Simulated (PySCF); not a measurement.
# Which basis set comes closest?

Molecule: 1,2-dichloroethane (SMILES C(CCl)Cl).

Structure with atom numbers: `[Cl:1][CH2:2][CH2:3][Cl:4]`. Each H is labelled by its parent atom.

Geometry PBE0-D3(BJ)/def2-SVP throughout; GIAO in PySCF 2.14.0 with density-fitted response routines, gas phase, one conformer, non-relativistic; equivalent atoms averaged; functional PBE0.

Reference values (measured; solution, THF-d8, 298 K; Fulmer et al., Organometallics 2010, 29, 2176): δ(H(C2)/H(C3)) = 3.77 ppm, δ(C2/C3) = 44.6 ppm. Computed shifts are taken against TMS, calculated as an isolated molecule at each level.

**Question.** How do the basis sets STO-3G, 6-31G, pcSseg-0, 6-31G*, def2-SVP, cc-pVDZ, pcSseg-1, aug-cc-pVDZ, 6-311+G(2d,p), def2-TZVP, cc-pVTZ, IGLO-III, pcSseg-2 perform against the reference? Times are CPU seconds on shared hosts with different chips, so compare them loosely.

**Answer.** 
```csv
basis set,functions,H(C2)/H(C3),C2/C3,abs. error H,abs. error C,core-s
STO-3G,32,2.57,43.9,1.20,0.7,1.2
6-31G,52,3.28,43.9,0.49,0.7,2.3
pcSseg-0,52,3.16,47.3,0.61,2.7,2.8
6-31G*,72,3.23,43.1,0.54,1.5,3.1
def2-SVP,84,3.13,44.5,0.64,0.1,3.5
cc-pVDZ,84,3.22,47.2,0.55,2.6,4.6
pcSseg-1,102,3.30,47.7,0.47,3.1,9.1
aug-cc-pVDZ,136,3.60,46.9,0.17,2.3,8
"6-311+G(2d,p)",148,3.52,47.6,0.25,3.0,6.8
def2-TZVP,160,3.46,48.1,0.31,3.5,8.4
cc-pVTZ,184,3.49,47.8,0.28,3.2,13
IGLO-III,198,3.51,48.4,0.26,3.8,13
pcSseg-2,214,3.47,49.1,0.30,4.5,15
```

For ¹H the closest is aug-cc-pVDZ (0.17 ppm) and the furthest STO-3G (1.20 ppm).

For ¹³C the closest is def2-SVP (0.1 ppm) and the furthest pcSseg-2 (4.5 ppm). Where a smaller basis beats a larger one, errors probably cancel; the largest sets show where the functional converges. One molecule is a small sample, and vibrational and solvent effects are absent from the calculation.

A small basis that lands close on one nucleus may do so by chance; judge by the trend and by all nuclei.
